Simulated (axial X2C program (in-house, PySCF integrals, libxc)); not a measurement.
# Ionising MgC

All values come from calculations with an axial X2C code built on PySCF integrals, spin-free (one-electron X2C) or two-component (2c: spin–orbit coupling with atomic mean-field Coulomb and Gaunt terms, which also bring small scalar terms), in Dyall basis sets with cores contracted in-house; open shells are unrestricted.

Basis sets: C dyall-v3z, Mg dyall-cv3z.

```csv
Hamiltonian,level,MgC state,Re (Å),ωe (cm⁻¹),De (eV)
spin-free,HF,"M_S = 1, Λ = 0",2.059,591.3,1.43
spin-free,PBE0,"M_S = 1, Λ = 0",2.075,544.9,1.74
2c,HF,Ω = 1,2.059,591.2,1.43
2c,PBE0,Ω = 1,2.075,544.8,1.74
```

Adiabatic ionisation energy (minimum to minimum, no zero-point term) and constants of MgC⁺:

```csv
Hamiltonian,level,MgC⁺ state,IE (eV),Re (Å),ωe (cm⁻¹),De (eV),fragments
spin-free,HF,"M_S = 3/2, Λ = 0",7.31,1.960,700.3,0.73,Mg+ + C
spin-free,PBE0,"M_S = 3/2, Λ = 0",7.80,1.977,649.3,1.50,Mg+ + C
2c,HF,Ω = 3/2,7.31,1.960,700.1,0.73,Mg+ + C
2c,PBE0,Ω = 3/2,7.80,1.978,649.2,1.50,Mg+ + C
```

**Question.** Add the zero-point terms to the ionisation energy at PBE0, 2c, and say whether the electron removed was bonding.

**Answer.** IE0 = IE + (ωe⁺ − ωe)/2 = 7.80 + (0.006) = 7.81 eV. Re changes by -0.097 Å, so the bond shortens, as on loss of an antibonding or a polarising non-bonding electron.

**Question.** Close the cycle De(MgC⁺) + IE(MgC) = De(MgC) + IE(Mg) to find the atomic ionisation energy at PBE0, 2c.

**Answer.** IE(Mg) = 1.50 + 7.80 − 1.74 = 7.56 eV, for the determinants used.

Each entry is the lowest single determinant of a limited PBE0 search at one distance. De goes to single-determinant-based atoms at the same level (for ions the charge split of lowest energy) and is withheld (n/a) where an atom does not fit its ground term or J level. Main or longest-lived isotopes. One determinant is a doubtful description, or other states lie close, for MgC, MgC⁺; these need not be ground states, and all values refer to the states named. Some open-shell Ω = 0 determinants are out of reach, so the Ω given for MgC need not be the lowest component. With several unpaired electrons the Ω given is that of one determinant, not necessarily of the lowest component. Some light 2c atoms are not at their ground J level, so De misses part of their lowering (0.04 eV or less). The functionals have no current term, which raises determinants with orbital currents.
